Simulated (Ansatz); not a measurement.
`C/N=C(\N)O` + H₂ → `C/N=C\N` + H₂O  (hydrogenolysis of a C–O bond)

Gas-phase electronic energies from Ansatz, PBE0-D4/def2-TZVP geometries. CCSD(T)/CBS is the MP2 limit (def2-TZVPP, def2-QZVPP) plus CCSD(T) − MP2 in def2-TZVPP, frozen cores. This one scheme is used for every species. Double bonds are as drawn, so ΔE can hold a change between cis and trans. Functionals use def2-TZVPP. Each species was taken in one conformer, which may not be the lowest.

`C/N=C(\N)O`:

Z-matrix (Å, degrees):
```
C
N 1 1.439
H 1 1.099 2 112.6
H 1 1.090 2 109.5 3 119.3
H 1 1.102 2 112.8 3 -121.9
C 2 1.266 1 117.7 3 61.1
O 6 1.347 2 120.3 1 -179.4
N 6 1.365 2 128.5 1 -1.6
H 7 0.965 6 104.9 2 0.9
H 8 1.004 6 116.9 2 20.3
H 8 1.005 6 116.8 2 164.3
```

H₂:

Z-matrix (Å, degrees):
```
H
H 1 0.746
```

`C/N=C\N`:

```xyz
10

C     0.444   -0.093   -1.305
N     1.021   -0.520   -0.054
C     0.339   -0.317    0.995
N    -0.910    0.234    1.090
H     1.136   -0.309   -2.119
H    -0.501   -0.611   -1.525
H     0.240    0.989   -1.329
H     0.750   -0.638    1.953
H    -1.284    0.734    0.302
H    -1.235    0.530    1.992
```

H₂O:

Cartesian coordinates in Å:
```
O 0.316 0.188 -0.128
H 0.284 -0.553 0.480
H -0.600 0.365 -0.352
```

CCSD(T)/CBS gives -8.4 kcal/mol.

Problem. Another level gave -6.0 kcal/mol. Which?
A. LDA (SPW92)/def2-TZVPP
B. revPBE-D4/def2-TZVPP
C. PBE/def2-TZVPP
D. CCSD/def2-TZVPP

Solution. C. PBE -6.0, revPBE-D4 -4.9, CCSD/def2-TZVPP -8.0, LDA (SPW92) -2.1 kcal/mol.

Problem. What do rigid-rotor, harmonic-oscillator terms from PBE0-D4/def2-TZVP frequencies (298.15 K, 1 bar) make of the CCSD(T)/CBS value? (Best estimate.)

Solution. Ansatz gave: ΔZPE = +3.8 kcal/mol, ΔH = -4.8 kcal/mol, ΔS = 37 J/(mol·K), ΔG = -7.5 kcal/mol.

Largest T1 diagnostic among the species: 0.013.

At CCSD(T), def2-SVP lies +5.4 kcal/mol from the extrapolated value and def2-TZVPP +1.0 kcal/mol. Leaving LDA and LC-ωPBE aside and taking each functional with its dispersion term where it has one, the values, not all of them listed here, spread over 2.9 kcal/mol, from B2PLYP to r2SCAN-D4. LDA lies +3.8 kcal/mol from PBE without D4.
